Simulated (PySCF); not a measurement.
**SMILES CSC(F)(F)F, C$_{2}$H$_{3}$F$_{3}$S**

Geometry:
```json
{"atom": "C1", "x (Å)": "-1.119", "y (Å)": "0.153", "z (Å)": "-0.762"}
{"atom": "S2", "x (Å)": "0.290", "y (Å)": "1.148", "z (Å)": "-0.249"}
{"atom": "C3", "x (Å)": "1.096", "y (Å)": "-0.068", "z (Å)": "0.799"}
{"atom": "F4", "x (Å)": "1.425", "y (Å)": "-1.185", "z (Å)": "0.142"}
{"atom": "F5", "x (Å)": "2.213", "y (Å)": "0.470", "z (Å)": "1.284"}
{"atom": "F6", "x (Å)": "0.339", "y (Å)": "-0.449", "z (Å)": "1.835"}
{"atom": "H7", "x (Å)": "-1.724", "y (Å)": "0.802", "z (Å)": "-1.395"}
{"atom": "H8", "x (Å)": "-0.797", "y (Å)": "-0.711", "z (Å)": "-1.341"}
{"atom": "H9", "x (Å)": "-1.712", "y (Å)": "-0.155", "z (Å)": "0.098"}
```

Level of theory: quadratic response CAM-B3LYP/def2-TZVPD first hyperpolarisability, Taylor convention, gas phase (PySCF 2.14.0). Geometry: PBE0-D3(BJ)/def2-TZVP.

(1) Give the tensor of the second harmonic β(−2ω;ω,ω) at 1907 nm in the axes of these coordinates.

## Answers

(1) In au, Taylor convention; rows are the first index (the induced dipole):
```csv
,xx,yy,zz,xy,xz,yz
x,+31.3,+17.7,+0.6,-14.9,+29.8,+11.9
y,-15.1,-84.4,-33.4,+17.7,+11.9,+8.4
z,+29.9,+8.4,+50.6,+11.9,+0.5,-33.3
```
Norm of βᵢ = ⅓ Σⱼ (βᵢⱼⱼ + βⱼᵢⱼ + βⱼⱼᵢ): 167.2 au, hyper-Rayleigh value 63.0 au.
